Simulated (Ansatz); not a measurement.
**C₃H₃N: ionisation energy by level of theory**

One table from this session's results is given with a row withheld; the runs are named, their logs left out.

Program: Ansatz 0.2.0, Gaussian basis. Level of theory: unrestricted cation, the program's frozen cores in correlated methods. These are calculated values, not measurements.

Levels to be run: UKS PBE-D4/def2-TZVPP; UKS r2SCAN-D4/def2-TZVPP; UKS PBE0-D4/def2-TZVPP; UKS B3LYP-D4/def2-TZVPP; UKS wB97X-V/def2-TZVPP; UKS wB97M-V/def2-TZVPP; UKS B2PLYP/def2-TZVPP; UHF-CCSD(T)/def2-TZVPP; UHF-MP2/def2-QZVPP; extrapolation to the limit; then −ε(HOMO) from the neutral's earlier runs with LDA (SPW92), PBE-D4, revPBE-D4, BLYP-D4, r2SCAN-D4, B97M-V, PBE0-D4, B3LYP-D4, r2SCANh-D4, r2SCAN0-D4, HSE06-D4, BHLYP-D4, CAM-B3LYP-D4, LC-ωPBE, ωB97X-V, ωB97M-V.

### The relaxed structure

The geometry comes from an earlier relaxation with PBE0-D4 in a triple-zeta def2 set; it is a stationary point, not always the lowest conformer.

SMILES `C=C=C=N`, 7 atoms, charge 0, spin multiplicity 1.

Atoms are counted from 1 here; the program's logs count them from 0.

Bond lengths: C1–C2 1.309 Å, C1–H5 1.088 Å, C1–H6 1.088 Å, C2–C3 1.271 Å, C3–N4 1.232 Å, N4–H7 1.020 Å. Angles: C2–C1–H5 121.6°, C2–C1–H6 121.8°, H5–C1–H6 116.6°, C1–C2–C3 177.6°, C2–C3–N4 173.2°, C3–N4–H7 114.3°.

The first run:

The input, in.yaml:

```yaml
crystal:
  periodic: [false, false, false]
  atoms:
    - {symbol: C, position_ang: [-0.970200, 1.187604, 0.151406]}
    - {symbol: C, position_ang: [-0.171363, 0.177213, -0.082747]}
    - {symbol: C, position_ang: [0.617977, -0.803582, -0.258302]}
    - {symbol: N, position_ang: [1.342062, -1.751011, -0.567762]}
    - {symbol: H, position_ang: [-1.568929, 1.635810, -0.638720]}
    - {symbol: H, position_ang: [-1.070377, 1.622227, 1.143749]}
    - {symbol: H, position_ang: [1.882130, -2.136361, 0.206776]}
basis:
  gaussian: {orbitals: def2-TZVPP}
total_charge: 1
magnetization: {spin_polarized: true, initial_magnetization: 1}
hamiltonian: {xc: pbe, dispersion: d4}
```

Run with:

```sh
$ ansatz run in.yaml --threads 2 --pin off --events-out ev --progress --plain --max-ram 4352MiB
```

Among the steps run: Cation, UKS PBE-D4/def2-TZVPP; Cation, UKS r2SCAN-D4/def2-TZVPP; Cation, UKS PBE0-D4/def2-TZVPP; Cation, UKS B3LYP-D4/def2-TZVPP; Cation, UKS wB97X-V/def2-TZVPP; Cation, UKS wB97M-V/def2-TZVPP; Cation, UKS B2PLYP (frozen core)/def2-TZVPP; Cation, UHF-CCSD(T)/def2-TZVPP; Cation, UHF-MP2/def2-QZVPP.

One of the session's tables, all rows but one given; the rest of the session is left out.

For comparison, −ε(HOMO) of the neutral from earlier runs:

```
  functional  −ε(HOMO) (eV)
 LDA (SPW92)           5.63
      PBE-D4           5.51
   revPBE-D4           5.46
     BLYP-D4           5.39
   r2SCAN-D4              ?
      B97M-V           5.78
     PBE0-D4           6.72
    B3LYP-D4           6.52
  r2SCANh-D4           6.17
  r2SCAN0-D4           6.86
    HSE06-D4           6.32
    BHLYP-D4           7.84
CAM-B3LYP-D4           8.05
     LC-ωPBE           9.36
     ωB97X-V           9.01
     ωB97M-V           8.90
```

Q: Estimate the row for r2SCAN-D4 from the others.

Worked estimate for «−ε(HOMO) (eV)». Against the share of exact exchange, r2SCANh-D4 (0.1, 6.17), r2SCAN0-D4 (0.25, 6.86) give a slope of 4.60 per unit share; at 0 the line stands at 5.71.

As computed: −ε(HOMO) (eV): 5.71. In «−ε(HOMO) (eV)» the line misses by 0.00.

To keep in mind: The cation may have settled in a state other than its lowest; no search over hole states beyond the program's own was made.
